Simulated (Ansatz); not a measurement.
Input for Ansatz (development build ahead of 0.2.0):

```yaml
crystal:
  periodic: [false, false, false]
  atoms:
    - { symbol: C, position_ang: [-0.0039, 1.1062, 0.0] }
    - { symbol: S, position_ang: [-0.0039, -1.592, 0.0] }
    - { symbol: H, position_ang: [1.0433, 1.4271, 0.0] }
    - { symbol: H, position_ang: [-0.4792, 1.5084, 0.8952] }
    - { symbol: H, position_ang: [-0.4792, 1.5084, -0.8952] }
basis:
  gaussian: { orbitals: pcseg-2 }
magnetization:
  spin_polarized: true
  initial_magnetization: 1
hamiltonian:
  xc: pbe0
```

The input is written out in the form of the current development build from the run's settings.

Output:

```yaml
Converged: yes
Total_energy: -437.80276 hartree
Spin_squared_of_the_determinant: 1.052
Stability_test: minimum
```

Caution: the unrestricted determinant is spin contaminated.
